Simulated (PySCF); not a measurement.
Compound: C3H6O.
SMILES: `C=CCO`

Theory: EOM-IP-CCSD/aug-cc-pVDZ in PySCF, restricted Hartree–Fock reference, 4 core orbitals frozen, non-relativistic, gas phase, PBE0-D3(BJ)/def2-SVP geometry.

The vertical ionisation energies are 10.17, 10.84, 12.16, 13.17, 15.09, 15.39, 15.46, 17.58 eV.

Question: Which Hartree–Fock orbital leads each hole, and what is its Koopmans value −ε?

Answer: 
```csv
leading hole (HF orbital),Koopmans (eV),EOM-IP-CCSD (eV),change (eV),one-hole share
HOMO,10.23,10.17,-0.06,0.96
HOMO-1,12.30,10.84,-1.46,0.95
HOMO-2,13.44,12.16,-1.28,0.95
HOMO-3,14.44,13.17,-1.27,0.95
HOMO-4,16.61,15.09,-1.52,0.94
HOMO-6,17.03,15.39,-1.64,0.94
HOMO-5,16.70,15.46,-1.24,0.95
HOMO-7,19.17,17.58,-1.59,0.94
```

Question: Does the order of the lines follow the orbital energies?

Answer: No: the HOMO-6 hole (15.39 eV) falls below the HOMO-5 hole (15.46 eV). The corrections run from -1.64 to -0.06 eV, with a mean of -1.26 eV over the 8 lines; no line lies above its Koopmans value.

Question: At what kinetic energies would He I light (21.22 eV) eject these electrons?

Answer: 11.05 eV (HOMO), 10.38 eV (HOMO-1), 9.06 eV (HOMO-2), 8.05 eV (HOMO-3), 6.13 eV (HOMO-4), 5.83 eV (HOMO-6), 5.76 eV (HOMO-5), 3.64 eV (HOMO-7).

Lines less than 0.15 eV apart could change places at a higher level. One root was sought for each valence orbital with −ε under 21 eV, eight at most, so deeper holes and satellites are missing; no vibrational structure.

The values belong to the conformer `[CH2:1]=[CH:2][CH2:3][OH:4]`: C1–C2–C3–O4 126°, H–O4–C3–C2 -56°.
